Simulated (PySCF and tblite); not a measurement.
The numbers below are computed, except where a source is named.
**Barrier and rate of a rotation**

System: C5H8, numbered as in [CH2:1]=[CH:2][C:3](=[CH2:4])[CH3:5].

Motion: rotation about the C2–C3 bond (torsion C1–C2–C3–C4 from -180° to -33°, rising). Level: B3LYP/pcSseg-1 + D3(BJ), IEF-PCM chloroform on B3LYP-D3(BJ)/def2-SVP stationary points, with GFN2-xTB thermal terms. Rate constants are transition-state-theory values, counting equivalent paths, without tunnelling. Programs: tblite and PySCF.

```
 point  symmetry  E(GFN2) kcal/mol  E(DFT) kcal/mol  ZPE change kcal/mol  lowest mode cm⁻¹  dipole D
 start        Cs               0.0              0.0                 0.00               116      0.34
saddle        C1               4.1              6.5                -0.51              105i      0.55
   end        C1               1.3              3.2                -0.20                55      0.52
```

```
Electronic barrier                                      : 6.5 kcal/mol
Barrier with zero-point energy                          : 6.0 kcal/mol
ΔH‡ (298 K)                                             : 5.7 kcal/mol
ΔS‡ (298 K, symmetry apart)                             : -1.7 cal/(mol K)
Paths                                                   : 2 equivalent paths
End point                                               : a different minimum
Mean lifetime of the start against this motion at 298 K : 2.9 ns
Cost                                                    : 2.1 min on 1 thread of INTEL XEON PLATINUM 8581C @ 2.10GHz (shared host) (rough), peak memory 0.69 GiB, launched as `OMP_NUM_THREADS=1 python ens_run.py task.json out`
```

```tsv
T/K	ΔG‡ kcal/mol	k s⁻¹	ΔG kcal/mol	k back s⁻¹
200	6.1	1.8×10⁶	2.9	1.2×10⁹
250	6.2	4.4×10⁷	2.8	6.4×10⁹
298	6.2	3.4×10⁸	2.8	1.9×10¹⁰
350	6.3	1.7×10⁹	2.8	4.6×10¹⁰
400	6.4	5.3×10⁹	2.8	8.6×10¹⁰
```

ΔG and ΔG‡ leave out symmetry numbers and mirror images; rates count paths: 2 out, 1 back.
